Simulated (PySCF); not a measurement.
Compound: CCl2 (singlet state).
Geometry (PBE0-D3(BJ)/def2-TZVP, Å), atoms numbered from 1 in this order:
```
atom  x, y, z in Å
Cl1   -1.405   -0.418   -0.040
C2    -0.029    0.594   -0.061
Cl3    1.384   -0.365   -0.062
```

Computed, not measured: CAM-B3LYP/aug-cc-pVTZ in PySCF (dipole) on a PBE0-D3(BJ)/def2-TZVP geometry, gas phase.

Masses are those of the commonest isotopes; rigid-rotor values at the optimised geometry. 

Task: Give the principal moments of inertia and the rotational constants in MHz.

Result: Ia = 9.96, Ib = 136.01, Ic = 145.97 u·Å²; 505379 MHz·u·Å²/I gives A = 50723, B = 3716, C = 3462 MHz.

Task: Classify the top.

Result: A near-prolate asymmetric top. Ray's parameter κ = (2B − A − C)/(A − C) = -0.989; −1 is the prolate and +1 the oblate limit.

Task: Which types of transition are allowed, and where do some lines up to J = 2 fall?

Result: The dipole components are |μa| = 0.00 D, |μb| = 1.14 D, |μc| = 0.00 D; the symmetry axis of this C2v structure is b, so μa and μc vanish by symmetry and there are no a-type or c-type lines. Some lines, for components of 0.1 D or more:

```tsv
type	branch	J(Ka,Kc)	MHz	lower level (cm⁻¹)
b	Q	1(1,0) ← 1(0,1)	47261	0.239
b	Q	2(1,1) ← 2(0,2)	47515	0.718
b	R	1(1,1) ← 0(0,0)	54185	0.000
b	R	2(1,2) ← 1(0,1)	61109	0.239
b	Q	2(2,0) ← 2(1,1)	141022	2.303
b	Q	2(2,1) ← 2(1,2)	141782	2.278
b	R	2(2,1) ← 1(1,0)	155630	1.816
b	R	2(2,0) ← 1(1,1)	155885	1.807
```

Stationary, but not proved a minimum. Constants of a rigid frame at the computed geometry: no zero-point averaging, no centrifugal distortion. Quadrupole hyperfine structure (35Cl) is left out.
